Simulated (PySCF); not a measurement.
An unknown gives this computed stick spectrum. The calculation used TDDFT CAM-B3LYP/aug-cc-pVTZ, vertical, gas phase, core orbitals frozen in the response (PySCF). Geometries: PBE0-D3(BJ)/def2-TZVP, one conformer each.

| state | λ (nm) | f |
| --- | --- | --- |
| S1 | 227.4 | 0.0029 |
| S2 | 184.4 | 0.031 |
| S3 | 170.9 | 0.041 |
| S4 | 162.3 | 0.0069 |
| S5 | 159.2 | 0.0005 |
| S6 | 156.0 | 0.0075 |
| S7 | 148.7 | 0.303 |
| S8 | 146.7 | 0.0011 |
| S9 | 146.5 | 0.023 |
| S10 | 141.8 | 0.038 |

Orbital energies (eV): HOMO-3 -13.76, HOMO-2 -12.34, HOMO-1 -10.35, HOMO -9.07, LUMO 0.20, LUMO+1 0.62, LUMO+2 0.83.

**Question.** Which candidate is it? All have the formula C2H5N.
A. `C1CN1` (aziridine)
B. `C=NC` (N-methylmethanimine)
C. `[H]/N=C\C` (ethanimine)

**Answer.** C. Its S1 lies at 5.45 eV; the nearest of the others has S1 at 4.97 eV. S1 is HOMO→LUMO+4 (84%), HOMO→LUMO+2 (10%). Löwdin shares by element: HOMO nitrogen 59%, carbon 25%, hydrogen 8% or more; LUMO hydrogen 84% or more (atoms not listed hold the other 16%). At the same level the other candidates give, for their lowest levels:
- `C=NC`: 249 nm (f 0.001); 186 nm (f 0.015); 171 nm (f 0.016); 169 nm (f 0.098); 163 nm (f 0.011); T1 4.16 eV; HOMO -8.84, LUMO 0.30 eV
- `C1CN1`: 201 nm (f 0.002); 181 nm (f 0.020); 177 nm (f 0.004); 175 nm (f 0.058); 155 nm (f 0.000); T1 6.00 eV; HOMO -8.69, LUMO 0.26 eV
Triplets come from the Tamm–Dancoff approximation.
